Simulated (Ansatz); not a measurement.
A made-up structure of AlSiNH₆, singlet:

```tsv
atom	x (Å)	y (Å)	z (Å)
N1	-1.2433	1.0127	-1.1609
Al2	0.1036	0.9655	-0.0169
Si3	0.8118	-1.2267	0.8198
H4	-1.7426	0.2045	-1.4961
H5	1.0661	-0.1890	0.2095
H6	0.7606	2.3521	0.3873
H7	2.2367	-1.5105	0.4795
H8	-0.0067	-2.3382	0.2534
H9	0.7021	-1.3106	2.3056
```

It is relaxed with PBE-D4/def2-SVP and then PBE0-D4/def2-TZVP (Ansatz 0.2.0). Atoms count as bonded within 1.22 times the sum of their covalent radii (H–H: 0.88 Å). The end point is not checked to be a true minimum.

Q: Does its bonding change? (Judge from chemistry; the calculation decides.)

A: By the calculation: Yes. Formed: N1–Si3; broken: Al2–Si3, Si3–H5.

Where it ends: The first stage lowers the energy by 5.60 eV in 38 steps. It ends as AlSiNH₆ ([AlH2][NH][SiH3]):
N1  (-0.239, 0.025, -0.043)
Al2  (0.806, 1.469, -0.005)
Si3  (0.116, -1.594, 0.440)
H4  (-1.178, 0.163, -0.396)
H5  (2.281, 1.304, 0.538)
H6  (0.187, 2.831, -0.521)
H7  (1.519, -1.614, 0.926)
H8  (-0.021, -2.559, -0.687)
H9  (-0.783, -2.066, 1.530)
(Å)

Labels in which every atom is bracketed show which atoms are joined, not bond orders.

For scale, one of the runs: PBE0-D4/def2-TZVP relaxation, 141 basis functions, launched by `ansatz run in.yaml --threads 2 --pin off --events-out ev --progress --plain --max-ram 4352MiB`. The run took about 27 s on 2 CPU threads of an Arm Neoverse V1 (shared host).
